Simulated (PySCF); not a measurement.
# Cl₂: bond curves at several levels of theory

An exercise on one series of results from a longer session: the logs are not shown, and one member is left open.

Method: Cl 3-21G, no relativity; program: PySCF 2.14.0.

Set-up of the first run:

The job is set up so:

```yaml
atoms: Cl, Cl
charge: 0
basis: Cl 3-21G
Hamiltonian: no relativity
basis_functions: 26
electrons_treated: 34
masses_in_u: 34.9689, 34.9689
levels: PBE0, PBE, r²SCAN, TPSSh, PBEsol, B97-3, CAM-B3LYP, HF, MP2, SCS-MP2, CCSD, CCSD(T)
grid: 80 radial by 434 angular points
occupations: held fixed by the projection of orbital angular momentum
dissociation_limit: Cl + Cl, each in its ground configuration
starting_distance_in_angstrom: 1.940
values_of_2S_to_try: 0, 2
```

Launch:

```bash
> OMP_NUM_THREADS=1 python dia.py task.json out
```

Among the steps run: Set-up; First curve: PBE0; Other states along the same grid; PBE; r²SCAN; TPSSh (hybrid meta-GGA); PBEsol (GGA); B97-3; CAM-B3LYP; RHF (mean field); MP2 and coupled cluster.

One of the session's tables, all rows but one given; the rest of the session is left out.

Energy (eV) from each level's lowest point:

| R (Å) | RHF | RHF-MP2 | RHF-SCS-MP2 | RHF-CCSD | RHF-CCSD(T) |
| --- | --- | --- | --- | --- | --- |
| 1.903 | 1.004 | 1.303 | 1.321 | n/a | n/a |
| 1.992 | 0.431 | 0.646 | 0.662 | 0.728 | 0.748 |
| 2.080 | ? | ? | ? | ? | ? |
| 2.147 | 0.016 | 0.087 | 0.096 | 0.131 | 0.141 |
| 2.213 | 0.000 | 0.010 | 0.015 | 0.033 | 0.038 |
| 2.279 | 0.053 | 0.000 | 0.000 | 0.000 | 0.000 |
| 2.368 | 0.205 | 0.066 | 0.058 | 0.031 | 0.022 |
| 2.479 | 0.485 | 0.233 | 0.213 | 0.147 | 0.126 |
| 2.611 | 0.897 | 0.500 | 0.464 | 0.344 | 0.303 |
| 2.788 | 1.497 | 0.887 | 0.823 | n/a | n/a |

**Question.** Estimate the row for R (Å) = 2.080.

Worked estimate for «RHF». A straight line through the neighbours (1.992, 0.431) and (2.147, 0.016) gives 0.431 + (0.016 − 0.431) × (2.080 − 1.992) / (2.147 − 1.992) = 0.195; a parabola fitted to 4 rows on both sides gives 0.111.

As computed: RHF: 0.119; RHF-MP2: 0.252; RHF-SCS-MP2: 0.264; RHF-CCSD: 0.313; RHF-CCSD(T): 0.328. In «RHF» the line misses by +0.076 and the parabola by -0.008.

To keep in mind: Lowest PBE0 solution found, without spin–orbit coupling: ¹Σg⁺ (singlet), closed shell. Warnings in the runs' records: inverted.
